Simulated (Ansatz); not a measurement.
Input file:

```yaml
crystal:
  periodic: [false, false, false]
  atoms:
    - {symbol: H, position_ang: [0.000000, 0.000000, -1.184333]}
    - {symbol: H, position_ang: [0.000000, 0.000000, -0.354333]}
    - {symbol: S, position_ang: [0.000000, 0.000000, 1.538667]}
basis:
  gaussian: {orbitals: cc-pVDZ}
magnetization: {spin_polarized: true, initial_magnetization: 2}
correlation: {method: ccsdt_q, electrons: outside_noble_gas}
```

```sh
$ ansatz run in.yaml --threads 1 --pin off --events-out ev --progress --plain --max-ram 2816MiB --backend cpu
```

Output:

```
474 factors; integrals over basis functions are off by at most 1.3e-7 eV
mean field evaluation 1: about -10845.9809 eV, gradient 6.2e0 eV
mean field evaluation 2: about -10845.9830 eV, gradient 6.2e0 eV
mean field evaluation 4: about -10846.5060 eV, gradient 6.3e-1 eV
mean field evaluation 8: about -10846.5133 eV, gradient 1.6e-3 eV
mean field evaluation 16: about -10846.5089 eV, gradient 2.0e-1 eV
mean field evaluation 32: about -10846.1618 eV, gradient 3.9e-4 eV
mean field evaluation 64: about -10846.1613 eV, gradient 2.9e-3 eV
mean field evaluation 96: about -10846.5126 eV, gradient 2.1e-1 eV
mean field evaluation 128: about -10846.5133 eV, gradient 3.2e-4 eV
mean field -10846.51333594 eV, -398.6020130650 hartree, gradient 3.6e-6 eV, S^2 2.017207; 8 other end points of the search recorded, 0 dependent functions left out
determinant -10846.51333594 eV, -398.6020130650 hartree, with singles and doubles -10850.42682723 eV, -398.7458312171 hartree
determinant -10846.16180807 eV, -398.5890946542 hartree, with singles and doubles -10850.06265242 eV, -398.7324480400 hartree
determinant -10846.51333594 eV, -398.6020130650 hartree, with singles and doubles -10850.42676569 eV, -398.7458289556 hartree
determinant -10846.16180807 eV, -398.5890946542 hartree, with singles and doubles -10850.06263034 eV, -398.7324472283 hartree
5 core orbitals not correlated: weight in the atoms' cores, before any rotation towards them, 1.000 or more for the frozen orbitals, at most 0.000 for the correlated occupied ones
reference -10846.51333594 eV, -398.6020130650 hartree; 5, 3 occupied and 18, 20 virtual orbitals, 474 factors
second order -3.17081165 eV of doubles, -0.00000000 eV of singles
cycle   1  -3.71841513 eV  change   -5.5e-1 eV  update   5.2e-2
cycle   2  -3.95020949 eV  change   -2.3e-1 eV  update   2.0e-2
cycle   3  -3.96955934 eV  change   -1.9e-2 eV  update   6.2e-3
cycle   4  -3.97191330 eV  change   -2.4e-3 eV  update   2.8e-3
cycle   5  -3.97163858 eV  change    2.7e-4 eV  update   1.2e-3
cycle   6  -3.97184580 eV  change   -2.1e-4 eV  update   5.0e-4
cycle   7  -3.97199610 eV  change   -1.5e-4 eV  update   2.5e-4
cycle   8  -3.97195448 eV  change    4.2e-5 eV  update   8.0e-5
cycle   9  -3.97193434 eV  change    2.0e-5 eV  update   2.3e-5
cycle  10  -3.97193803 eV  change   -3.7e-6 eV  update   9.0e-6
cycle  11  -3.97194321 eV  change   -5.2e-6 eV  update   3.9e-6
cycle  12  -3.97194258 eV  change    6.3e-7 eV  update   1.4e-6
cycle  13  -3.97194141 eV  change    1.2e-6 eV  update   6.5e-7
cycle  14  -3.97194078 eV  change    6.4e-7 eV  update   3.1e-7
perturbative correction -0.00345571 eV, -0.0001269949 hartree
Total energy: -10850.48873242 eV, -398.7481061911 hartree
```

For the same geometry and basis full CI lies 0.1 meV lower.

Ran on 1 thread of AMD EPYC 7R13, shared host: 3.4 s wall, 0.17 GiB peak host memory.
